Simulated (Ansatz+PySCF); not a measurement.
Values are calculated unless marked as measured or tabulated.
This PySCF input gave a total energy of -196.93414 hartree.

```python
from pyscf import gto, scf, mp

mol = gto.M(atom="""
C -0.002790 0.005620 0.007790
C 0.887770 0.876510 0.889450
C 0.890320 -0.891470 -0.885930
C -0.888370 0.875280 -0.881770
C -0.882340 -0.884280 0.874130
H 0.273560 1.523860 1.535030
H 1.533060 0.282140 1.540810
H 1.523960 1.531810 0.276990
H 0.270330 -1.530390 -1.541730
H 1.539130 -0.269290 -1.539510
H 1.541500 -1.527840 -0.273090
H -1.528970 0.277990 -1.542030
H -1.538250 1.528400 -0.282370
H -0.269820 1.540200 -1.538880
H -1.527410 -1.532760 0.267430
H -0.279690 -1.532560 1.542500
H -1.533980 -0.284340 1.529550
""", basis='def2-svp', charge=0, spin=0)
mf = scf.UHF(mol)
mf.kernel()
pt = mp.MP2(mf, frozen=5).run()
print(mf.e_tot, pt.e_corr, pt.e_tot)
```

(1) Write an input for Ansatz with the same method and basis set.

Results:

(1)

```yaml
crystal:
  periodic: [false, false, false]
  atoms:
    - { symbol: C, position_ang: [-0.00279, 0.00562, 0.00779] }
    - { symbol: C, position_ang: [0.88777, 0.87651, 0.88945] }
    - { symbol: C, position_ang: [0.89032, -0.89147, -0.88593] }
    - { symbol: C, position_ang: [-0.88837, 0.87528, -0.88177] }
    - { symbol: C, position_ang: [-0.88234, -0.88428, 0.87413] }
    - { symbol: H, position_ang: [0.27356, 1.52386, 1.53503] }
    - { symbol: H, position_ang: [1.53306, 0.28214, 1.54081] }
    - { symbol: H, position_ang: [1.52396, 1.53181, 0.27699] }
    - { symbol: H, position_ang: [0.27033, -1.53039, -1.54173] }
    - { symbol: H, position_ang: [1.53913, -0.26929, -1.53951] }
    - { symbol: H, position_ang: [1.5415, -1.52784, -0.27309] }
    - { symbol: H, position_ang: [-1.52897, 0.27799, -1.54203] }
    - { symbol: H, position_ang: [-1.53825, 1.5284, -0.28237] }
    - { symbol: H, position_ang: [-0.26982, 1.5402, -1.53888] }
    - { symbol: H, position_ang: [-1.52741, -1.53276, 0.26743] }
    - { symbol: H, position_ang: [-0.27969, -1.53256, 1.5425] }
    - { symbol: H, position_ang: [-1.53398, -0.28434, 1.52955] }
basis:
  gaussian: { orbitals: def2-SVP }
magnetization:
  spin_polarized: true
hamiltonian:
  xc: hf
correlation:
  method: mp2
  frozen_orbitals: { C: 1, H: 0 }
scf:
  omitted_lower_state_checks: [stability, starts, atomic_configurations, cluster_reference, orbital_swaps, given_window_search, neighbouring_geometries, increment]
```

Ansatz (development build ahead of 0.2.0) gave -196.93412 hartree, 0.38 meV from the first.
